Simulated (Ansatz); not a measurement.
## CH₅SSi, SMILES [CH2]S[SiH3]: a composite energy at a relaxed geometry, step by step

Program: Ansatz's Python interface.

The cells in order, each with its output:

```python
import itertools

import ansatz as az
from ase import Atoms
from ase.data import atomic_numbers, covalent_radii
import numpy as np
```

```python
atoms = Atoms(['C', 'S', 'Si', 'H', 'H', 'H', 'H', 'H'], positions=[
    [1.5992, -0.1808, 0.0381],
    [0.341, 0.0325, 1.3292],
    [-1.273, -0.0392, -0.0871],
    [2.5788, -0.395, 0.5122],
    [1.6825, 0.7485, -0.5633],
    [-1.1286, 1.0592, -1.0543],
    [-1.247, -1.3263, -0.798],
    [-2.5529, 0.101, 0.6231],
])
geometry = az.Crystal.molecule_from_ase(atoms)
```

```python
base = (
    geometry.calculation()
    .basis(gaussian='def2-SVP')  # atom-centred Gaussian functions
    .functional('r2SCAN', dispersion='d3bj')
    .spin('collinear', total=1)
)
symbols = [site.symbol for site in geometry.cartesian_sites]
start = np.array([site.position_ang for site in geometry.cartesian_sites], dtype=float)
data = base.relax(force_tolerance=0.01).run(threads=1).report
end = np.array(data['positions_ang'])
# pairs closer than 1.2 times the sum of covalent radii, before or after
radius = [covalent_radii[atomic_numbers[s]] for s in symbols]
span = lambda where, i, j: np.linalg.norm(where[i] - where[j])
bonded = [(i, j) for i, j in itertools.combinations(range(len(symbols)), 2) if min(span(start, i, j), span(end, i, j)) < 1.2 * (radius[i] + radius[j])]
print('pair        before    after (A)')
for i, j in bonded:
    print(f'{symbols[i]}{i}-{symbols[j]}{j}'.ljust(10), f'{span(start, i, j):8.4f} {span(end, i, j):8.4f}')
for first, second in list(itertools.combinations(bonded, 2)):
    shared = set(first) & set(second)
    if shared and symbols[(j := shared.pop())] != 'H':
        i, k = sorted((set(first) | set(second)) - {j})
        u, v = end[i] - end[j], end[k] - end[j]
        angle = np.degrees(np.arccos(np.clip(u @ v / np.linalg.norm(u) / np.linalg.norm(v), -1, 1)))
        print(f'final angle {symbols[i]}{i}-{symbols[j]}{j}-{symbols[k]}{k}: {angle:.2f} deg')
```

    DeckWarning: the engine holds no damping parameters fitted to this dispersion correction and functional, so the run takes those fitted to r2scan beside the three-body term, which d3bj leaves out (hamiltonian.dispersion, under Limitations)
    pair        before    after (A)
    C0-S1        1.8154   1.7344
    C0-H3        1.1092   1.0911
    C0-H4        1.1101   1.0922
    S1-Si2       2.1485   2.1558
    Si2-H5       1.4706   1.4931
    Si2-H6       1.4706   1.4926
    Si2-H7       1.4704   1.4885
    final angle S1-C0-H3: 116.67 deg
    final angle S1-C0-H4: 122.50 deg
    final angle C0-S1-Si2: 101.13 deg
    final angle H3-C0-H4: 120.65 deg
    final angle S1-Si2-H5: 110.40 deg
    final angle S1-Si2-H6: 111.02 deg
    final angle S1-Si2-H7: 105.36 deg
    final angle H5-Si2-H6: 108.77 deg
    final angle H5-Si2-H7: 110.67 deg
    final angle H6-Si2-H7: 110.61 deg

```python
minimum = az.Crystal.molecule()
for symbol, place in zip(symbols, end):
    minimum = minimum.atom(symbol, place.tolist())
at_minimum = minimum.calculation().spin('collinear', total=1)
# MP2 extrapolated to the basis limit, plus the small-basis difference CCSD(T) - MP2
level = lambda method, basis: at_minimum.basis(gaussian=basis).correlation(method).run(threads=1).report
small, large, cluster = level('mp2', 'cc-pVDZ'), level('mp2', 'cc-pVTZ'), level('ccsd_t', 'cc-pVDZ')
corr = lambda each: (each['free_energy_ev'] - each['reference_energy_ev']) / 27.211386246
mp2_limit = (27 * corr(large) - 8 * corr(small)) / 19
pieces = {'HF / cc-pVTZ': large['reference_energy_ev'] / 27.211386246, 'MP2 correlation, DZ-TZ limit': mp2_limit, 'CCSD(T) - MP2 / cc-pVDZ': corr(cluster) - corr(small)}
for name, value in pieces.items():
    print(f'{name:32s} {value:14.6f} Ha')
print(f'{"sum":32s} {sum(pieces.values()):14.6f} Ha')
print('T1 diagnostic', round(cluster['correlation']['coupled_cluster']['t1_diagnostic'], 4))
```

    HF / cc-pVTZ                        -727.259630 Ha
    MP2 correlation, DZ-TZ limit          -0.490374 Ha
    CCSD(T) - MP2 / cc-pVDZ               -0.064478 Ha
    sum                                 -727.814482 Ha
    T1 diagnostic 0.0175

Reading the output:
- Total energies depend on the basis set; only differences at equal settings carry meaning.
- Warnings are shown shortened and without file and line.
- The sum leaves out core correlation, relativity, the Hartree-Fock basis error and zero-point energy; a DZ-TZ extrapolation is rough.
- The run takes the species as open-shell (spin multiplicity 2), which needn't be its ground state.
- Inner cores stay frozen, so this is valence correlation.
- For Al to Cl the sets with a tight d function, cc-pV(X+d)Z, are usual.
- An extrapolation from small basis sets is rough.
- A dispersion term here runs with damping parameters fitted for another variant or functional.
- Finished in 110 s on 1 thread of Arm Neoverse V2, on a shared host, peak memory 0.42 GiB.
